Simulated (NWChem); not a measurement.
System: NH2, doublet; SMILES [NH2]

```xyz
3

N      0.0000     0.0000     0.1667
H      0.8041     0.0000    -0.4718
H     -0.8041     0.0000    -0.4718
```
Atoms are numbered in this order, from 1.

Computed with NWChem. Pople sets run with spherical d functions. Spin-unrestricted. In the optimisation the excess spin sits in b2 (C2v, its own frame). The geometry was optimised at PBE0-D3(BJ)/def2-TZVP, spin-unrestricted. No stability test was run on the SCF state. Atomic charges in e: unrestrained fits to the electrostatic potential beside Mulliken populations; the two definitions need not agree.

Q: Estimate the computed values for UHF/6-31G*. Quantities: ESP N1; Mulliken N1; relative RMS misfit of the potential (%).

A: 
```json
{
 "ESP N1": "-0.67",
 "Mulliken N1": "-0.66",
 "relative RMS misfit of the potential (%)": "24"
}
```
